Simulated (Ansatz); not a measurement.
Process, species as SMILES: N#CC=[CH] → [CH-]=CC#N (an electron is taken up)
B3LYP-D3(BJ)/def2-TZVP geometries, fixed; electronic energies without zero-point terms; positive where energy is released.

Effect of a fitting basis named in the input at HF/def2-TZVPP with Ansatz (a quantum-chemistry and plane-wave program), against the last row, where the adiabatic electron affinity is 0.37 eV. An unrestricted Hartree-Fock determinant is markedly spin-contaminated. Open shells are unrestricted. The default fits or decomposes integrals by the program's own choice; accuracy: high also tightens integrals, grids and stops.

| setting | largest shift of a total energy (mEh) | shift of the adiabatic electron affinity (eV) |
|---|---|---|
| fitting: def2-SV(P)-JKFIT | 0.079 | 0.000 |
| fitting: def2-universal-JKFIT | 0.079 | 0.000 |
| fitting: cc-pVTZ-JKFIT | 0.126 | 0.000 |
| fitting: cc-pVQZ-JKFIT | 0.010 | 0.000 |
| fitting: cc-pV5Z-JKFIT | 0.001 | 0.000 |
| accuracy: high | -0.003 | 0.000 |
| accuracy: medium (default) | 0.000 | 0.000 |

Within 0.002 eV in the adiabatic electron affinity: fitting: def2-SV(P)-JKFIT; fitting: def2-universal-JKFIT; fitting: cc-pVTZ-JKFIT; fitting: cc-pVQZ-JKFIT; fitting: cc-pV5Z-JKFIT; accuracy: high. The largest shift is 0.126 mEh in a total energy and 0.000 eV in the difference.
